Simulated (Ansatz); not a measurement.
`FCC=C(F)F`, relaxed with RKS PBE0-D4/def2-TZVP in Ansatz from a PBE-D4/def2-SVP geometry. The force threshold is 0.005 eV/Å; the program also tests the step.

The species carries charge 0 and has multiplicity 1.

Start:

```xyz
9

F    -1.315   -1.323   -0.177
C    -1.175    0.006    0.164
C     0.246    0.481    0.114
C     1.318   -0.232   -0.255
F     1.327   -1.495   -0.647
F     2.553    0.261   -0.271
H    -1.586    0.158    1.191
H    -1.804    0.619   -0.527
H     0.437    1.524    0.409
```

```
        step  energy (eV)  largest force (eV/Å)  largest move (Å)
           1  -11302.7832                 0.709             0.000
           2  -11302.8290                 0.260             0.020
           3  -11302.8332                 0.025             0.008
           4  -11302.8332                 0.026             0.002
           5  -11302.8333                 0.008             0.002
6 (rejected)  -11302.8333                 0.014             0.002
           7  -11302.8333                 0.001             0.001
```

End:

```xyz
9

F    -1.317   -1.308   -0.168
C    -1.169    0.016    0.165
C     0.247    0.471    0.112
C     1.303   -0.229   -0.253
F     1.327   -1.476   -0.646
F     2.524    0.265   -0.266
H    -1.570    0.156    1.176
H    -1.783    0.607   -0.525
H     0.439    1.496    0.404
```

Run time 20 s (4 threads of a server CPU on a shared host); peak host memory 0.48 GiB.
